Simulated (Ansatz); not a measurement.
ClH3NSi, SMILES N[SiH]Cl, a rigid scan of one bond length

Computed with Ansatz 0.2.0 through its Python package.

Typed at the interpreter:
```pycon
>>> import ansatz as az
>>> import numpy as np
>>> geometry_ang = [
...     ("N", (-0.8134, 0.2252, -0.4866)),
...     ("Si", (-0.0527, -0.3221, 0.8757)),
...     ("Cl", (1.5246, -1.3709, 0.1573)),
...     ("H", (-0.2048, 0.9959, -0.9327)),
...     ("H", (-0.9137, -0.4838, -1.2059)),
...     ("H", (0.502, 0.8918, 1.546)),
... ]
>>> clh3nsi = az.Crystal.molecule()
>>> for symbol, xyz in geometry_ang:
...     clh3nsi = clh3nsi.atom(symbol, xyz)
...
>>> symbols = [site.symbol for site in clh3nsi.cartesian_sites]
>>> start = np.array([site.position_ang for site in clh3nsi.cartesian_sites])
>>> axis = (start[0] - start[1]) / np.linalg.norm(start[0] - start[1])
>>> moving = [0, 3, 4]
>>> lengths, energies = [1.455, 1.521, 1.587, 1.654, 1.72, 1.786, 1.852, 1.951], []
>>> for length in lengths:
...     xyz = start.copy()
...     xyz[moving] += (length - np.linalg.norm(start[0] - start[1])) * axis
...     point = az.Crystal.molecule()
...     for symbol, xyz in zip(symbols, xyz):
...         point = point.atom(symbol, xyz.tolist())
...     base = point.calculation()
...     base = base.basis(gaussian="6-31G*")
...     base = base.functional("CAM-B3LYP")
...     base = base.spin("collinear", total=1)
...     rep = base.run(threads=1, backend="cpu").report
...     energies.append(rep["free_energy_ev"])
...     print(f"r = {length:6.3f} A  E = {energies[-1]:.5f} eV  <S^2> = {abs(rep['mean_field']['state']['spin_squared']):.3f}")
...
r =  1.455 A  E = -21936.33108 eV  <S^2> = 0.751
r =  1.521 A  E = -21937.18611 eV  <S^2> = 0.751
r =  1.587 A  E = -21937.71722 eV  <S^2> = 0.751
r =  1.654 A  E = -21938.01238 eV  <S^2> = 0.751
r =  1.720 A  E = -21938.12704 eV  <S^2> = 0.751
r =  1.786 A  E = -21938.11472 eV  <S^2> = 0.751
r =  1.852 A  E = -21938.01117 eV  <S^2> = 0.752
r =  1.951 A  E = -21937.74185 eV  <S^2> = 0.752
>>> # quartic fit about the minimum
>>> fit = np.polynomial.Polynomial.fit(lengths, np.array(energies) - min(energies), 4).convert()
>>> roots = [r.real for r in fit.deriv().roots() if abs(r.imag) < 1e-9 and fit.deriv(2)(r.real) > 0]
>>> r_e = min(roots, key=lambda r: abs(r - lengths[int(np.argmin(energies))]))
>>> print(f"minimum of the fit at {r_e:.4f} A, force constant {fit.deriv(2)(r_e):.2f} eV/A^2")
minimum of the fit at 1.7442 A, force constant 25.09 eV/A^2
```

Notes:
- Total energies depend on the basis set; only differences at equal settings carry meaning.
- The rest of the molecule is held rigid at a force-field or estimated start geometry, and the basis set is modest; single-reference methods fail as a bond breaks.
- The species is open-shell (spin multiplicity 2).
- It ran for 23 s on 1 thread of Arm Neoverse V2 (shared host), peak memory 0.23 GiB.

(Lines on the test bed's own set-up are left out of the output.)
